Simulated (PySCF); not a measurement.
**Worked example: entropy of an ideal gas**

dimethyl ether cation (C2H6O), SMILES O(C)C (connectivity only; charge and spin as stated), charge +1, multiplicity 2.

Coordinates come from a PBE-D3(BJ)/def2-TZVP optimisation. The spin state was assumed, not searched.

PBE-D3(BJ)/def2-TZVP in PySCF gives the harmonic wavenumbers 103, 149, 427, 868, 907, 914, 1074, 1074, 1182, 1266, 1281, 1281, 1313, 1399, 1443, 2832, 2856, 2865, 2873, 3098, 3101 cm⁻¹ and the rotational temperatures 2.1370, 0.4481, 0.4085 K. The molar mass is 46.07 g/mol, the symmetry number 2, the spin multiplicity 2.

Work out the entropy at 298.15 K and 1 atm in the rigid-rotor, harmonic-oscillator model.


Translation (Sackur–Tetrode at 1 atm): S = R[1.5 ln M + 2.5 ln T − 1.16487] = 156.5 J/(mol K).
Rotation: q = (√π/σ) T^1.5/√(θA θB θC) = 7290, S = R[ln q + 3/2] = 86.4 J/(mol K).
Vibration: with u = 1.4388 ν/T, each mode gives R[u/(e^u − 1) − ln(1 − e^−u)]:
```csv
ν (cm⁻¹),modes,u,S (J/(mol K))
103,1,0.50,14.21
149,1,0.72,11.23
427,1,2.06,3.63
868,1,4.19,0.66
907,1,4.38,0.57
914,1,4.41,0.55
1074,2,5.18,0.58
1182,1,5.70,0.19
1266,1,6.11,0.13
1281,2,6.18,0.25
1313,1,6.34,0.11
1399,1,6.75,0.08
1443,1,6.96,0.06
```
The stiffer modes add less than 0.005 each. Sum 32.3 J/(mol K).
Spin: R ln 2 = 5.8 J/(mol K).
Total 281.0 J/(mol K); the program's own thermochemistry gives 281.0. Translation makes up 56 % and vibration 11 %. Anharmonicity, hindered rotation and orbital degeneracy are left out.
